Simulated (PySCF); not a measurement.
Compound: SiH₄.
Z-matrix (Å and degrees, PBE0-D3(BJ)/def2-SVP geometry), rows numbered from 1:
```
Si
H   1  1.4929
H   1  1.4928  2  109.59
H   1  1.4931  2  109.40  3   119.91
H   1  1.4929  2  109.49  3  -120.12
```

The calculation used PySCF 2.14.0, PBE0-D3(BJ)/def2-SVP geometry optimisation, gas phase.

Masses are those of the commonest isotopes; rigid-rotor values at the optimised geometry. 

Q: What are A, B and C (cm⁻¹)?

A: Ia = 5.99, Ib = 5.99, Ic = 6.00 u·Å²; 505379 MHz·u·Å²/I gives 84431, 84389 and 84295 MHz, that is A = 2.81631, B = 2.81491, C = 2.81179 cm⁻¹.

Q: Classify the top.

A: A spherical top, as the point group Td requires three equal moments; the computed ones differ by 0.16 % because the geometry is symmetric only within the optimiser's tolerance.

The point group Td allows no dipole (computed: 0.00 D), so a rigid rotor has no electric-dipole lines.

Q: Estimate the classical rotational partition function at 25 K, 100 K and 298.15 K.

A: Point group Td, symmetry number σ = 12; q = (√π/σ)·√((kT/h)³/(ABC)), k/h = 20836.6 MHz/K: 2.3 at 25 K, 18.1 at 100 K, 93.3 at 298.15 K.

Whether it is a minimum is left open (no frequencies). Zero-point vibration and centrifugal distortion are left out.
